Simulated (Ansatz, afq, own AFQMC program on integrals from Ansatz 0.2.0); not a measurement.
Integrals from Ansatz 0.2.0, then the random walk in our own AFQMC program (afq).

```yaml
crystal:
  periodic: [false, false, false]
  atoms:
    - {symbol: Ge, position_ang: [0.000000, 0.000000, 0.000000]}
basis:
  gaussian: {orbitals: cc-pVDZ}
total_charge: 1
magnetization: {spin_polarized: true, initial_magnetization: 1}
correlation: {method: ccsd_t, electrons: outside_noble_gas, hamiltonian_folder: ham}
```

```sh
$ ansatz run in.yaml --threads 1 --pin off --events-out ev --progress --plain --max-ram 1382MiB
```

Options of the walk:

```
--method free --trial cisd --walkers 20 --time-step 0.05 --max-blocks 30 --target-error 0.00042 --factor-cut 1e-05 --seed 3641 --times 0,2,5,8,12 --taylor-order 6
```

Times are imaginary, in 1/Eh. The walk had a cap of 90 s. Filled inner d shells are frozen with the cores.

```
orbitals 13  electrons 2 1  factors 69 of 193
reference energy -2075.01823264 Eh
CCSD correlation -0.04681231 Eh in 8 cycles, weight of the determinant in the CISD state 0.9520
repeat  energy at the last time / Eh  error
    10  -2075.065581  0.000184
    20  -2075.065631  0.000120
    30  -2075.065706  0.000105
time / (1/Eh)  energy / Eh  error  mean overlap
  0.00  -2075.065047  0.000001  1.0508
  2.00  -2075.065608  0.000053  1.1020
  5.00  -2075.065737  0.000056  1.0742
  8.00  -2075.065639  0.000078  1.0443
 12.00  -2075.065706  0.000105  1.1355
energy -2075.065706 +/- 0.000105 Eh
```

The run passed its tests (error under three times the target), which doesn't prove that it has relaxed.

Against this walk (error 2.9 meV) on the same determinant: CCSD(T) 5.8 meV higher, full CI for this spin (own frozen core, lowest symmetry allowed) 4.5 meV higher (within the noise). The error is statistical, and a free projection of finite length keeps a remainder of its start. None of these is a sure reference here.

A setting was made bad on purpose (projection too long), so the walk's energy isn't to be trusted.

Cautions: remainder of the start not in the error; no relativity below Rb; no spin-orbit coupling; inner d shell frozen; so few walkers bias the energy; the time-step error isn't removed.

A walk keeps the symmetry of its determinant, which the program's search chose and which needn't be the lowest solution, so a lower state of the same spin and another symmetry isn't excluded.
